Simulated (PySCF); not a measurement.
## HCl⁺ from Hartree–Fock to correlated methods

State: ²Π (doublet), unpaired electrons π ↑. Set-up: PySCF, no relativity, basis sets H aug-pcseg-1, Cl aug-pcseg-1. De refers to H + Cl⁺ in their high-spin ground configurations, without counterpoise correction. The functionals are run spin-unrestricted. A positive dipole points towards Cl; it is taken about the centre of mass and depends on that origin.

```
      Level  Re (Å)  ωe (cm⁻¹)  De (eV)  μ (D)  CPU s a point (SCF and correlation, without the integrals)
        UHF   1.313       2837     3.52  -1.81                                                       0.071
    UHF-MP2   1.322       2749     4.35    n/a                                                        0.11
UHF-SCS-MP2   1.323       2747     4.38    n/a                                                         n/a
   UHF-CCSD   1.326       2716     4.38    n/a                                                         n/a
UHF-CCSD(T)   1.327       2702     4.41    n/a                                                        0.88
        PBE   1.348       2564     4.83  -1.80                                                        0.46
     PBEsol   1.350       2557     5.04  -1.84                                                        0.33
       BLYP   1.353       2513     4.77  -1.79                                                        0.34
       BP86   1.349       2553     4.97  -1.80                                                        0.33
     r²SCAN   1.334       2651     4.86  -1.80                                                        0.68
       PBE0   1.334       2671     4.75  -1.81                                                         0.7
```

Which functional lies closest to UHF-CCSD(T) in De, which farthest, and by how much do they differ from it?

Closest is PBE0 (+0.7 pm in Re, -1.1 % in ωe, +0.34 eV in De against UHF-CCSD(T) in the same basis), farthest PBEsol (+2.3 pm in Re, -5.4 % in ωe, +0.63 eV in De). CCSD(T) converges more slowly with the basis than the functionals do and binds too weakly in this one, so the order can change at the basis-set limit.

What does the step from GGA to meta-GGA do here, going from PBE to r²SCAN?

r²SCAN less PBE: -1.4 pm in Re, +3.4 % in ωe, +0.03 eV in De. 

What does second-order correlation do here, going from UHF to UHF-MP2?

UHF-MP2 less UHF: +0.9 pm in Re, -3.1 % in ωe, +0.83 eV in De. Correlation nearly always deepens the well. The bond lengthens, as in strong covalent bonds, where excitations into antibonding orbitals dominate.

Correlated steps freeze 5 core orbitals. Correlated levels converge slowly with the basis: in double zeta they bind strong bonds too weakly, by up to about 1 eV, and carry superposition errors of some tenths. For an ion De counts to the pair picked by the measured ionisation energies or electron affinities, which need not be the lowest pair at this level. The state is the lowest determinant that a PBE0 search found; another state may lie lower at other levels.

The whole job (state search and all levels along the bond) took about 0.91 min on 1 thread of Arm Neoverse N1 (shared host), peak memory 0.4 GiB.
